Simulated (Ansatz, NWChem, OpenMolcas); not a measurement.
# Strength of the C–H bond: C2H3N → C2H2N + H

Species: C2H3N (acetonitrile) `CC#N`, singlet; C2H2N `[CH2]C#N`, doublet; H atom, doublet. 

Shapes, held fixed at every level: PBE0-D4/def2-TZVP. Programs: Ansatz 0.2.0, NWChem 7.3.0, OpenMolcas 26.06. A level may come from different programs for different species; with the same settings they agree closely. The zero-point and thermal change to 298 K, harmonic and unscaled (PBE0-D4/def2-TZVP), is -31.2 kJ/mol.

```csv
level,kind,ΔH(298 K) (kJ/mol)
HF/def2-SVP,Hartree–Fock,+289.2
SPW92/def2-TZVPP,LDA,+428.2
PBE/def2-TZVP,GGA,+378.5
r2SCAN-D4/def2-TZVPP,meta-GGA,+374.0
B3LYP-D4/def2-TZVPP,global hybrid,+388.2
BHLYP-D4/def2-TZVPP,global hybrid,+386.0
wB97X-V/def2-TZVPP,range-separated hybrid,+399.5
B2PLYP/def2-TZVPP,double hybrid,+395.5
```

B2PLYP/def2-TZVPP gives ΔH(298 K) = +395.5 kJ/mol; the levels span +289.2 to +428.2. The median of the levels is +387.1. Hartree–Fock misses the correlation of the pair that is broken and comes out low. No measured value is set beside it here. Spin contamination: C2H2N (⟨S²⟩ up to 0.93). Open shells run unrestricted unless RO is named.
